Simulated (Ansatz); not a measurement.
Computed with Ansatz.

Basis-set series for CHO3−, SMILES `O=C([O-])O`. Total charge -1; spin multiplicity 1. Geometry: relaxed with PBE0-D4/def2-TZVPD. It is one conformer, not always the lowest.

```csv
functional,basis,functions,energy (Eh),HOMO (eV),LUMO (eV)
PBE0-D4,def2-SVPD,97,-264.00978,-1.57,4.76
PBE0-D4,def2-QZVPPD,294,-264.31287,-1.49,3.79
ωB97M-V,def2-SVPD,97,-264.21739,-4.10,5.58
ωB97M-V,def2-QZVPPD,294,-264.52374,-3.99,4.15
```

Task: Give the rows for def2-TZVPPD. (Best estimate.)

Result: The calculation gave: 
```csv
functional,basis,functions,energy (Eh),HOMO (eV),LUMO (eV)
PBE0-D4,def2-TZVPPD,174,-264.30042,-1.49,4.04
ωB97M-V,def2-TZVPPD,174,-264.51243,-3.99,4.50
```

Positive LUMOs are unbound and depend on the basis. A positive HOMO means that the functional doesn't bind the extra electron.
